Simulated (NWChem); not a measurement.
System: sulfur dioxide (SO2); SMILES O=S=O

```xyz
3

O      1.2504     0.0000     0.3736
S      0.0000     0.0000    -0.3691
O     -1.2504     0.0000     0.3736
```
Atoms are numbered in this order, from 1.

The geometry was optimised at PBE0/def2-SVP.

 Unshifted, non-relativistic core excitations; the lowest 4 roots alone, so stronger bands may lie above.

List the first S K-edge excitations from BHandHLYP/6-311G** (spherical d), restricted-window TDA (NWChem).


| state | energy (eV) | dipole oscillator strength | leading excitation (squared amplitude) |
|---|---|---|---|
| S1 | 2446.0 | 0.0092 | 1s of atom 2 or its equivalents → LUMO (0.96) |
| S2 | 2451.7 | 0.0052 | 1s of atom 2 or its equivalents → LUMO+1 (0.77) |
| S3 | 2452.3 | 0.0058 | 1s of atom 2 or its equivalents → LUMO+2 (0.82) |
| S4 | 2456.0 | 0.0024 | 1s of atom 2 or its equivalents → LUMO+3 (0.96) |
